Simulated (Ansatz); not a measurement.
**SiC (triplet): wave-function methods side by side, aug-cc-pVTZ**

One table from this session's results is given with a row withheld; the runs are named, their logs left out.

Method: aug-cc-pVTZ, core rule «outside noble gas», up to 6 orbitals frozen; program: Ansatz 0.2.0, Gaussian basis.

To be run: UHF; CCSD(T) on ROHF; CCSD(T) on UHF; BCCD(T) on ROHF; CCSDT(Q) on ROHF; CCSDT(Q) on UHF; CASSCF and MRCISD+Q, 8 electrons in 8 orbitals; CASSCF and NEVPT2, 8 electrons in 8 orbitals.

5 further runs of the same task are left out: 5 set aside as unsound or not needed.

## The system

The geometry is a PBE0/def2-TZVPD stationary point (not a proven minimum) of the parent state, kept for this charge and spin.

2 atoms, charge 0, spin multiplicity 3.

Atoms are counted from 1 here; the program's logs count them from 0.

Bond lengths: Si1–C2 1.818 Å.

The first run:

Input file in.yaml:

```yaml
crystal:
  periodic: [false, false, false]
  atoms:
    - {symbol: Si, position_ang: [0.000000, 0.000000, 0.000000]}
    - {symbol: C, position_ang: [0.000000, 0.000000, 1.817700]}
basis:
  gaussian: {orbitals: aug-cc-pVTZ}
magnetization: {spin_polarized: true, initial_magnetization: 2}
hamiltonian: {xc: hf}
output: {orbitals: {seedname: orbitals}}
```

On the command line:

```bash
ansatz run in.yaml --threads 1 --pin off --events-out ev --progress --plain --max-ram 4096MiB --backend cpu
```

Steps of the session up to this table: UHF; CCSD(T) on ROHF; CCSD(T) on UHF; BCCD(T) on ROHF; CCSDT(Q) on ROHF; CCSDT(Q) on UHF; CASSCF and MRCISD+Q, 8 electrons in 8 orbitals; CASSCF and NEVPT2, 8 electrons in 8 orbitals.

One table of the session follows, with a row left open; its other results are not shown here.

| method | from RCCSDT(Q) (meV) |
| --- | --- |
| UHF | ? |
| RMP2 | +1313.0 |
| UMP2 | +1778.6 |
| RCCSD | +544.4 |
| UCCSD | +538.6 |
| RCCSD(T) | +99.1 |
| UCCSD(T) | +154.8 |
| BCCD(T) | +103.9 |
| RCCSDT | +48.8 |
| UCCSDT | +45.5 |
| RCCSDT(Q) | 0 |
| UCCSDT(Q) | -4.5 |
| CASSCF valence | +4276.8 |
| NEVPT2 valence | +913.8 |
| MRCISD valence | +359.1 |
| MRCISD+Q valence | +57.4 |

**Question.** Estimate the row for UHF.

As computed: from RCCSDT(Q) (meV): +6124.7. In the column «from RCCSDT(Q) (meV)» it is the highest.

Among the levels timed on like hardware and quicker than the yardstick, those that no quicker one beats, quickest first: BCCD(T) (7 s, +103.9 meV); MRCISD+Q valence (11 s, +57.4 meV).

Left out of the table: ROHF (another determinant or state than the rows shown).

Caveats from the session: The determinant is far from a pure spin state, so its energy mixes those of several spin states (harmless only where they are near-degenerate, as at dissociation). Warnings: spin contamination; coupled cluster took another determinant than the lowest; large T1 diagnostic. Restricted and unrestricted rows rest on different reference determinants; where their highest levels disagree by more than a few hundredths of an eV, they describe different states and don't form one ladder.
